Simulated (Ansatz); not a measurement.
**BSiH (singlet): from Hartree-Fock to the top rungs at distance B2–H3 = 1.287 Å, 6-31G**

An exercise on one series of results from a longer session: the logs are not shown, and one member is left open.

The runs use Ansatz 0.2.0, Gaussian basis; 6-31G, core rule «outside noble gas», up to 6 orbitals frozen.

To be run: UHF; CCSD(T) on RHF; CCSD(T) on UHF; BCCD(T) on RHF; CISD; CCSDT(Q) on RHF; CCSDT(Q) on UHF; CISDTQ; CCSDTQ on RHF; CCSDTQ on UHF; CASSCF and MRCISD+Q, 2 electrons in 2 orbitals; CASSCF and NEVPT2, 2 electrons in 2 orbitals; CASSCF and MRCISD+Q, 8 electrons in 9 orbitals; CASSCF and MRCISD+Q(relaxed), 8 electrons in 9 orbitals; CASSCF and NEVPT2, 8 electrons in 9 orbitals; Full CI.

20 further runs of the same task are left out: 2 for a known fault of the program, 16 that didn't finish, 2 set aside as unsound or not needed.

### The geometry

The geometry derives from a PBE0/def2-TZVP stationary point (not a proven minimum). One bond is set to the value named and the two fragments are kept rigid.

3 atoms, charge 0, spin multiplicity 1.

Atoms are counted from 1 here; the program's logs count them from 0.

Bond lengths: Si1–B2 1.895 Å, B2–H3 1.287 Å. Angles: Si1–B2–H3 180.0°.

Geometry (Å):

```xyz
3
BHSi
Si    0.0000    0.0000    1.6924
B     0.0000    0.0000   -0.2027
H     0.0000    0.0000   -1.4897
```

Set-up of the first run:

The input, in.yaml:

```yaml
crystal:
  periodic: [false, false, false]
  atoms:
    - {symbol: Si, position_ang: [0.000000, 0.000000, 1.692432]}
    - {symbol: B, position_ang: [0.000000, 0.000000, -0.202716]}
    - {symbol: H, position_ang: [0.000000, 0.000000, -1.489716]}
basis:
  gaussian: {orbitals: 6-31G}
magnetization: {spin_polarized: true, initial_magnetization: 0}
hamiltonian: {xc: hf}
output: {orbitals: {seedname: orbitals}}
```

Launch:

```
$ ansatz run in.yaml --threads 1 --pin off --events-out ev --progress --plain --max-ram 2393MiB
```

Steps of the session up to this table: UHF; CCSD(T) on RHF; CCSD(T) on UHF; BCCD(T) on RHF; CISD; CCSDT(Q) on RHF; CCSDT(Q) on UHF; CISDTQ; CCSDTQ on RHF; CCSDTQ on UHF; CASSCF and MRCISD+Q, 2 electrons in 2 orbitals; CASSCF and NEVPT2, 2 electrons in 2 orbitals; CASSCF and MRCISD+Q, 8 electrons in 9 orbitals; CASSCF and MRCISD+Q(relaxed), 8 electrons in 9 orbitals; CASSCF and NEVPT2, 8 electrons in 9 orbitals; Full CI.

One table of the session follows, with a row left open; its other results are not shown here.

```
                   method  from FCI (kcal/mol)
                      RHF               +77.31
                     RMP2               +22.38
                     CISD                +9.69
                    RCCSD                +4.68
                 RCCSD(T)                +2.50
                  BCCD(T)                +2.53
                   RCCSDT                +1.23
                   CISDTQ                +1.08
                RCCSDT(Q)                +0.33
                  RCCSDTQ                +0.06
           CASSCF valence               +18.08
           NEVPT2 valence                    ?
           MRCISD valence                +0.44
         MRCISD+Q valence                +0.06
MRCISD+Q(relaxed) valence                -0.07
                      FCI                    0
```

**Question.** Estimate the row for NEVPT2 valence.

The run gave: from FCI (kcal/mol): +5.26. In the column «from FCI (kcal/mol)» it lies between RCCSD (+4.68) and CISD (+9.69).

Not comparable, so not listed: CASSCF and MRCISD+Q, 2 electrons in 2 orbitals (they don't share determinant, frozen orbitals or solution with the rows shown, or repeat one).

To keep in mind: The report flags that the cluster equations may have other roots. Left out of the table: CASSCF pair, NEVPT2 pair (the active space lost an orbital or holds another state than full CI finds). Left out of the table: UHF, UMP2, UCCSD, UCCSD(T), UCCSDT, UCCSDT(Q), UCCSDTQ (another determinant or state than the rows shown). The program flags RCCSDT(Q), RCCSDTQ as in doubt, so those rows may rest on another solution; read them beside their warnings. MRCISD+Q(relaxed) valence falls below full CI: the +Q correction isn't variational, and the cores differ from full CI's. Warnings in the runs' records: passed over end.
